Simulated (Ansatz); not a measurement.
**C5H10 (1-pentene) at wB97M-V/6-31G(d) (spherical functions)**

Aim: the energy change on altering one bond length of C5H10 (1-pentene) at wB97M-V/6-31G* (spherical functions), from 2 runs. 

The calculation is run with Ansatz 0.2.0.

27 further runs of the same task are left out: 27 set aside as unsound or not needed.

### Step 1. The system as given

The species is C5H10 (15 atoms), meant as a singlet with charge 0. SMILES: `C=CCCC`. The shape is that of a PBE0-D4/def2-TZVP optimisation. This is one conformer, not always the lowest.

Bond lengths: C1–C2 1.326 Å, C2–C3 1.492 Å, C3–C4 1.529 Å, C4–C5 1.519 Å, C1–H6 1.084 Å, C1–H7 1.086 Å, C2–H8 1.090 Å, C3–H9 1.097 Å, C3–H10 1.095 Å, C4–H11 1.095 Å, C4–H12 1.096 Å, C5–H13 1.094 Å, C5–H14 1.092 Å, C5–H15 1.092 Å. Some angles: C1–C2–C3 125.5°, C2–C3–C4 113.0°, C3–C4–C5 113.2°, C1–C2–H8 118.8°, C3–C2–H8 115.7°, C2–C1–H6 121.7°, C2–C1–H7 121.3°, C2–C3–H9 108.9°, C2–C3–H10 109.6°, C4–C3–H9 108.6°.

### Step 2. A single-point energy at wB97M-V/6-31G(d) (spherical functions)

job.yaml reads:

```yaml
crystal:
  periodic: [false, false, false]
  atoms:
    - {symbol: C, position_ang: [-0.465800, 1.494900, 1.641300]}
    - {symbol: C, position_ang: [-0.106700, 0.249500, 1.363600]}
    - {symbol: C, position_ang: [0.933300, -0.151100, 0.371600]}
    - {symbol: C, position_ang: [0.382800, -1.036500, -0.747200]}
    - {symbol: C, position_ang: [-0.616700, -0.321100, -1.638900]}
    - {symbol: H, position_ang: [-1.232300, 1.716600, 2.374900]}
    - {symbol: H, position_ang: [0.000400, 2.340800, 1.144800]}
    - {symbol: H, position_ang: [-0.605200, -0.569000, 1.882700]}
    - {symbol: H, position_ang: [1.728400, -0.698400, 0.892300]}
    - {symbol: H, position_ang: [1.394800, 0.744600, -0.058300]}
    - {symbol: H, position_ang: [1.219900, -1.402800, -1.349900]}
    - {symbol: H, position_ang: [-0.084500, -1.923400, -0.303900]}
    - {symbol: H, position_ang: [-0.157700, 0.545800, -2.123100]}
    - {symbol: H, position_ang: [-1.472200, 0.041100, -1.064100]}
    - {symbol: H, position_ang: [-0.992400, -0.981000, -2.424100]}
basis:
  gaussian: {orbitals: 6-31G_st_-spherical.json}
hamiltonian: {xc: {name: wB97M-V}}
accuracy: high
output: {orbitals: {seedname: orbitals}}
```

The basis set 6-31G* is read from a file made from the Basis Set Exchange's data (not shown).

Run with:

```
$ ansatz run job.yaml --threads 1 --pin off --max-ram 3480MiB --events-out events.jsonl --progress --plain --runs-dir runs
```

Output:

```text
Warning: RAYON_NUM_THREADS=1 ignored (pool sized by the plan → 1); use --threads N
Functional definition: wB97M-V
  name "wB97M-V"
  parameter omega = 0.3/bohr
  parameter cx = 0.15
  parameter cx01 = 1.007
  parameter cx10 = 0.259
  parameter css00 = 0.443
  parameter css04 = -1.437
  parameter css10 = -4.535
  parameter css20 = -3.390
  parameter css43 = 4.278
  parameter cos00 = 1.000
  parameter cos10 = 1.358
  parameter cos20 = 2.924
  parameter cos21 = -8.812
  parameter cos60 = -1.390
  parameter cos61 = 9.142
  parameter b = 6.0
  parameter c = 0.01
  gx(w, u) = 1 - cx + cx01*u + cx10*w
  gss(w, u) = css00 + css04*u^4 + css10*w + css20*w^2 + css43*w^4*u^3
  gos(w, u) = cos00 + cos10*w + (cos20 + cos21*u)*w^2 + (cos60 + cos61*u)*w^6
  exchange = spin_sum(e_x_unif_sr(omega)*gx(b97_w, b97_u_x)) + cx*exact_x_sr(omega) + exact_x_lr(omega)
  correlation = spin_sum(e_c_pw_mod_same_spin*gss(b97_w, b97_u_same))
      + integral(e_c_pw_mod_opposite_spin*gos(b97_w_opposite, b97_u_opposite)) + vv10(b, c)
2332 factors; integrals over basis functions are off by at most 3.2e-9 eV
402 factors; integrals over basis functions are off by at most 1.5e-9 eV
mean field evaluation 1: about -5340.8368 eV, gradient 3.7e1 eV
mean field evaluation 2: about -5342.7422 eV, gradient 2.5e1 eV
mean field evaluation 4: about -5344.1821 eV, gradient 1.0e0 eV
mean field evaluation 8: about -5344.4027 eV, gradient 2.4e-2 eV
mean field evaluation 16: about -5344.4027 eV, gradient 1.1e-5 eV
mean field -5344.40266515 eV, -196.4031753781 hartree, gradient 3.5e-8 eV, S^2 0.000000; 0 other end points of the search recorded, 0 dependent functions left out
reference -5344.40266883 eV, -196.4031755133 hartree; 20, 20 occupied and 70, 70 virtual orbitals, 2332 factors
Total energy: -5344.40266883 eV, -196.4031755133 hartree
```

Run time: 1.7 min. Hardware: 1 thread of Arm Neoverse V2, shared host; peak memory 0.68 GiB.

### Step 3. The distorted shape at the same level

in.yaml reads:

```yaml
basis:
  gaussian:
    orbitals: 6-31G_st_-spherical.json
crystal:
  periodic: [false, false, false]
  atoms:
    - {symbol: C, position_ang: [-0.519669, 1.681723, 1.682958]}
    - {symbol: C, position_ang: [-0.106700, 0.249500, 1.363600]}
    - {symbol: C, position_ang: [0.933300, -0.151100, 0.371600]}
    - {symbol: C, position_ang: [0.382800, -1.036500, -0.747200]}
    - {symbol: C, position_ang: [-0.616700, -0.321100, -1.638900]}
    - {symbol: H, position_ang: [-1.286169, 1.903423, 2.416558]}
    - {symbol: H, position_ang: [-0.053469, 2.527623, 1.186458]}
    - {symbol: H, position_ang: [-0.605200, -0.569000, 1.882700]}
    - {symbol: H, position_ang: [1.728400, -0.698400, 0.892300]}
    - {symbol: H, position_ang: [1.394800, 0.744600, -0.058300]}
    - {symbol: H, position_ang: [1.219900, -1.402800, -1.349900]}
    - {symbol: H, position_ang: [-0.084500, -1.923400, -0.303900]}
    - {symbol: H, position_ang: [-0.157700, 0.545800, -2.123100]}
    - {symbol: H, position_ang: [-1.472200, 0.041100, -1.064100]}
    - {symbol: H, position_ang: [-0.992400, -0.981000, -2.424100]}
hamiltonian:
  xc: {name: wB97M-V}
accuracy: high
output: {orbitals: {seedname: orbitals}}
```

The basis set 6-31G* is read from a file made from the Basis Set Exchange's data (not shown).

Run with:

```
$ ansatz run in.yaml --threads 1 --pin off --max-ram 3480MiB --events-out events.jsonl --progress --plain --runs-dir runs
```

Output, cut to the lines that bear on the results:

```text
Warning: RAYON_NUM_THREADS=1 ignored (pool sized by the plan → 1); use --threads N
[... 2 set-up lines as earlier in the session ...]
[...]
  gx(w, u) = 1 - cx + cx01*u + cx10*w
  gss(w, u) = css00 + css04*u^4 + css10*w + css20*w^2 + css43*w^4*u^3
  gos(w, u) = cos00 + cos10*w + (cos20 + cos21*u)*w^2 + (cos60 + cos61*u)*w^6
[...]
      + integral(e_c_pw_mod_opposite_spin*gos(b97_w_opposite, b97_u_opposite)) + vv10(b, c)
2332 factors; integrals over basis functions are off by at most 3.3e-9 eV
406 factors; integrals over basis functions are off by at most 1.5e-9 eV
[...]
mean field -5343.54109820 eV, -196.3715133767 hartree, gradient 3.7e-8 eV, S^2 0.000000; 0 other end points of the search recorded, 0 dependent functions left out
reference -5343.54110193 eV, -196.3715135135 hartree; 20, 20 occupied and 70, 70 virtual orbitals, 2332 factors
Total energy: -5343.54110193 eV, -196.3715135135 hartree
```

Run time: 1.7 min. Hardware: 1 thread of Arm Neoverse V2, shared host; peak memory 0.68 GiB.

### Step 4. Results

At wB97M-V/6-31G* (spherical functions):

| quantity | value |
| --- | --- |
| first shape: total energy | -196.40318 Eh |
| first shape: HOMO energy | -9.34 eV |
| first shape: LUMO energy | 3.20 eV |
| first shape: HOMO–LUMO gap | 12.53 eV |
| distorted shape: total energy | -196.37151 Eh |
| distorted shape: HOMO energy | -8.54 eV |
| distorted shape: LUMO energy | 2.14 eV |
| distorted shape: HOMO–LUMO gap | 10.69 eV |
| energy change with the C1–C2 bond stretched from 1.326 to 1.524 Å | 0.862 eV |

With the C1–C2 bond stretched from 1.326 to 1.524 Å the energy rises by 0.86 eV (83.1 kJ/mol). The first shape isn't relaxed at this level, so the change isn't measured from a minimum.
